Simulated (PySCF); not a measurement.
## Relaxation of triplet SF₂

Computed with UBP86/[S def2-TZVP, F def2-TZVP], no relativity, density fitting, PySCF. A (50,194) grid was used.

A start displaced from a saddle point along its imaginary mode, of C2v symmetry, held to at least that symmetry:

Coordinates in bohr (charge 0 multiplicity 3):
```
S    -0.4724    0.0000    0.0000
F     0.3975    0.0000    3.2205
F     0.3975    0.0000   -3.2205
```

What forces act on the atoms at the start (eV/Å)?


```json
{"atom": "S1", "Fx": "1.19", "Fy": "0.00", "Fz": "0.00"}
{"atom": "F2", "Fx": "-0.60", "Fy": "0.00", "Fz": "-0.97"}
{"atom": "F3", "Fx": "-0.60", "Fy": "0.00", "Fz": "0.97"}
```

What does it relax to?

It ends at C2v with S–F 1.703 Å (×2); F–S–F 166.9°. No frequency check is given, so it may be a saddle point. Other isomers or separated fragments may lie lower.

How much energy is released, and in how many steps?

14.5 kJ/mol in 4 steps.

At this level a singlet minimum of C2v symmetry lies 84 kJ/mol below this structure.
